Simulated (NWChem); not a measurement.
# SiH4O (Si(OH)H3) at wB97X-D3/6-311+G(d,p)

What is the energy change on altering one bond length of SiH4O (Si(OH)H3) at wB97X-D3/6-311+G**? 

Program for the calculation: NWChem 7.3.0.

1 further run of the same task is left out (set aside as unsound or not needed).

### 1 The structure to begin with

The species is SiH4O (6 atoms), meant as a singlet with charge 0. SMILES: `[H][Si]([H])([H])O`. The shape is that of a GFN2-xTB optimisation.

Bond lengths: Si1–O2 1.625 Å, O2–H3 0.953 Å, Si1–H4 1.464 Å, Si1–H5 1.464 Å, Si1–H6 1.453 Å. Angles: Si1–O2–H3 122.4°, O2–Si1–H4 110.3°, O2–Si1–H5 110.3°, O2–Si1–H6 101.4°, H4–Si1–H5 108.8°, H4–Si1–H6 112.9°, H5–Si1–H6 112.9°.

### 2 Energy and one-electron properties at wB97X-D3/6-311+G(d,p)

Input file struct.nw:

```
start struct
memory total 2200 mb
geometry units bohr noautoz
  Si    -0.11327018    -0.21726181    -0.77083818
  O     -0.11251429    -0.17368473     2.30004236
  H      0.61854516     1.17340654     3.24515108
  H      2.48149386    -0.21310442    -1.73259540
  H     -1.43690995     2.00004834    -1.76347352
  H     -1.43732569    -2.56940392    -1.27826744
end
basis spherical bse
  * library 6-311+G**
end
dft
  xc wb97x-d3
  grid xfine
  direct
end
property
  octupole
  efieldgrad
  dipole
  moldenfile
  molden_norm janpa
end
task dft property
```

Command:

```
$ nwchem struct.nw > struct.out
```

What it wrote (excerpt; [...] marks lines left out):

```text
[...]
          Wavefunction type:  closed shell.
          No. of atoms     :     6
          No. of electrons :    26
[...]
          Charge           :     0
          Spin multiplicity:     1
[...]
          AO basis - number of functions:    76
[...]
              XC Information
              --------------
                    wb97x-d3  Method XC Functional
                     Hartree-Fock (Exact) Exchange  1.000
                      wb97x-d3 Exchange Functional  1.000
                   wb97x-d3 Correlation Functional  1.000
[...]
 d= 0,ls=0.0,diis     1   -367.0983590555 -4.33D+02  6.65D-03  7.70D-01     3.4
[...]
 d= 0,ls=0.0,diis     8   -367.1525483758 -7.33D-09  8.04D-07  1.16D-08    25.5
         Total DFT energy =     -367.152548375763
      One electron energy =     -637.917860584795
           Coulomb energy =      236.158986278460
    Exchange-Corr. energy =      -31.062538376221
 Nuclear repulsion energy =       65.669477802606
    Dispersion correction =       -0.000613495813
[...]
   Dipole moment        1.5128086955 Debye(s)
             DMX        1.5017001879 DMXEFC        0.0000000000
             DMY       -0.1829149003 DMYEFC        0.0000000000
             DMZ       -0.0053697282 DMZEFC        0.0000000000
   -EFC- dipole         0.0000000000 DEBYE(S)
   Total dipole         1.5128086955 DEBYE(S)
[...]
```

Run time: 26 s. Hardware: 1 thread of Intel Xeon 6975P-C (Granite Rapids), shared host; peak memory 0.13 GiB.

### 3 The distorted shape at the same level

Input file h4osi.nw:

```
start h4osi
memory total 2200 mb

geometry units angstroms
  zmatrix
    Si
    O 1 r2
    H 2 r3 1 a3
    H 1 r4 2 a4 3 d4
    H 1 r5 4 a5 2 d5
    H 1 r6 5 a6 4 d6
  variables
    r2 1.625204
    r3 0.952862
    a3 122.3801
    r4 1.464377
    a4 110.31981
    d4 60.88288
    r5 1.463996
    a5 108.82718
    d5 121.1831
    r6 1.30804
    a6 112.92035
    d6 -126.19381
  end
end

basis spherical bse
  * library 6-311+G**
end

dft
  xc wb97x-d3
  grid xfine
  direct
  print medium
end

property
  octupole
  efieldgrad
  dipole
  moldenfile
  molden_norm janpa
end

task dft property
```

Command:

```
$ nwchem h4osi.nw > h4osi.out
```

What it wrote (excerpt; [...] marks lines left out):

```text
[...]
          Wavefunction type:  closed shell.
          No. of atoms     :     6
          No. of electrons :    26
[...]
          Charge           :     0
          Spin multiplicity:     1
[...]
          AO basis - number of functions:    76
[...]
              XC Information
              --------------
                    wb97x-d3  Method XC Functional
                     Hartree-Fock (Exact) Exchange  1.000
                      wb97x-d3 Exchange Functional  1.000
                   wb97x-d3 Correlation Functional  1.000
[...]
 d= 0,ls=0.0,diis     1   -367.0858207533 -4.33D+02  6.65D-03  7.67D-01     3.5
[...]
 d= 0,ls=0.0,diis     8   -367.1396005730 -7.54D-09  8.18D-07  1.07D-08    26.1
         Total DFT energy =     -367.139600573032
      One electron energy =     -639.297003400317
           Coulomb energy =      236.914862322384
    Exchange-Corr. energy =      -31.103787704605
 Nuclear repulsion energy =       66.346901788208
    Dispersion correction =       -0.000573578701
[...]
   Dipole moment        1.3446455860 Debye(s)
             DMX        1.3211643613 DMXEFC        0.0000000000
             DMY        0.2500776318 DMYEFC        0.0000000000
             DMZ       -0.0075934446 DMZEFC        0.0000000000
   -EFC- dipole         0.0000000000 DEBYE(S)
   Total dipole         1.3446455860 DEBYE(S)
[...]
```

Run time: 27 s. Hardware: 1 thread of Intel Xeon 6975P-C (Granite Rapids), shared host; peak memory 0.24 GiB.

### 4 What came out

Level: wB97X-D3/6-311+G**.

| quantity | value |
| --- | --- |
| first shape: total energy | -367.15255 Eh |
| first shape: dipole moment | 1.51 D |
| first shape: HOMO energy | -10.97 eV |
| first shape: LUMO energy | 1.30 eV |
| first shape: HOMO–LUMO gap | 12.28 eV |
| first shape: dispersion energy | -1.61 kJ/mol |
| distorted shape: total energy | -367.13960 Eh |
| distorted shape: dipole moment | 1.34 D |
| distorted shape: HOMO energy | -10.92 eV |
| distorted shape: LUMO energy | 1.33 eV |
| distorted shape: HOMO–LUMO gap | 12.25 eV |
| distorted shape: dispersion energy | -1.51 kJ/mol |
| energy change with the Si1–H6 bond shortened from 1.453 to 1.308 Å | 0.352 eV |

In words: With the Si1–H6 bond shortened from 1.453 to 1.308 Å the energy rises by 0.35 eV (34.0 kJ/mol). The first shape isn't relaxed at this level, so the change isn't measured from a minimum.
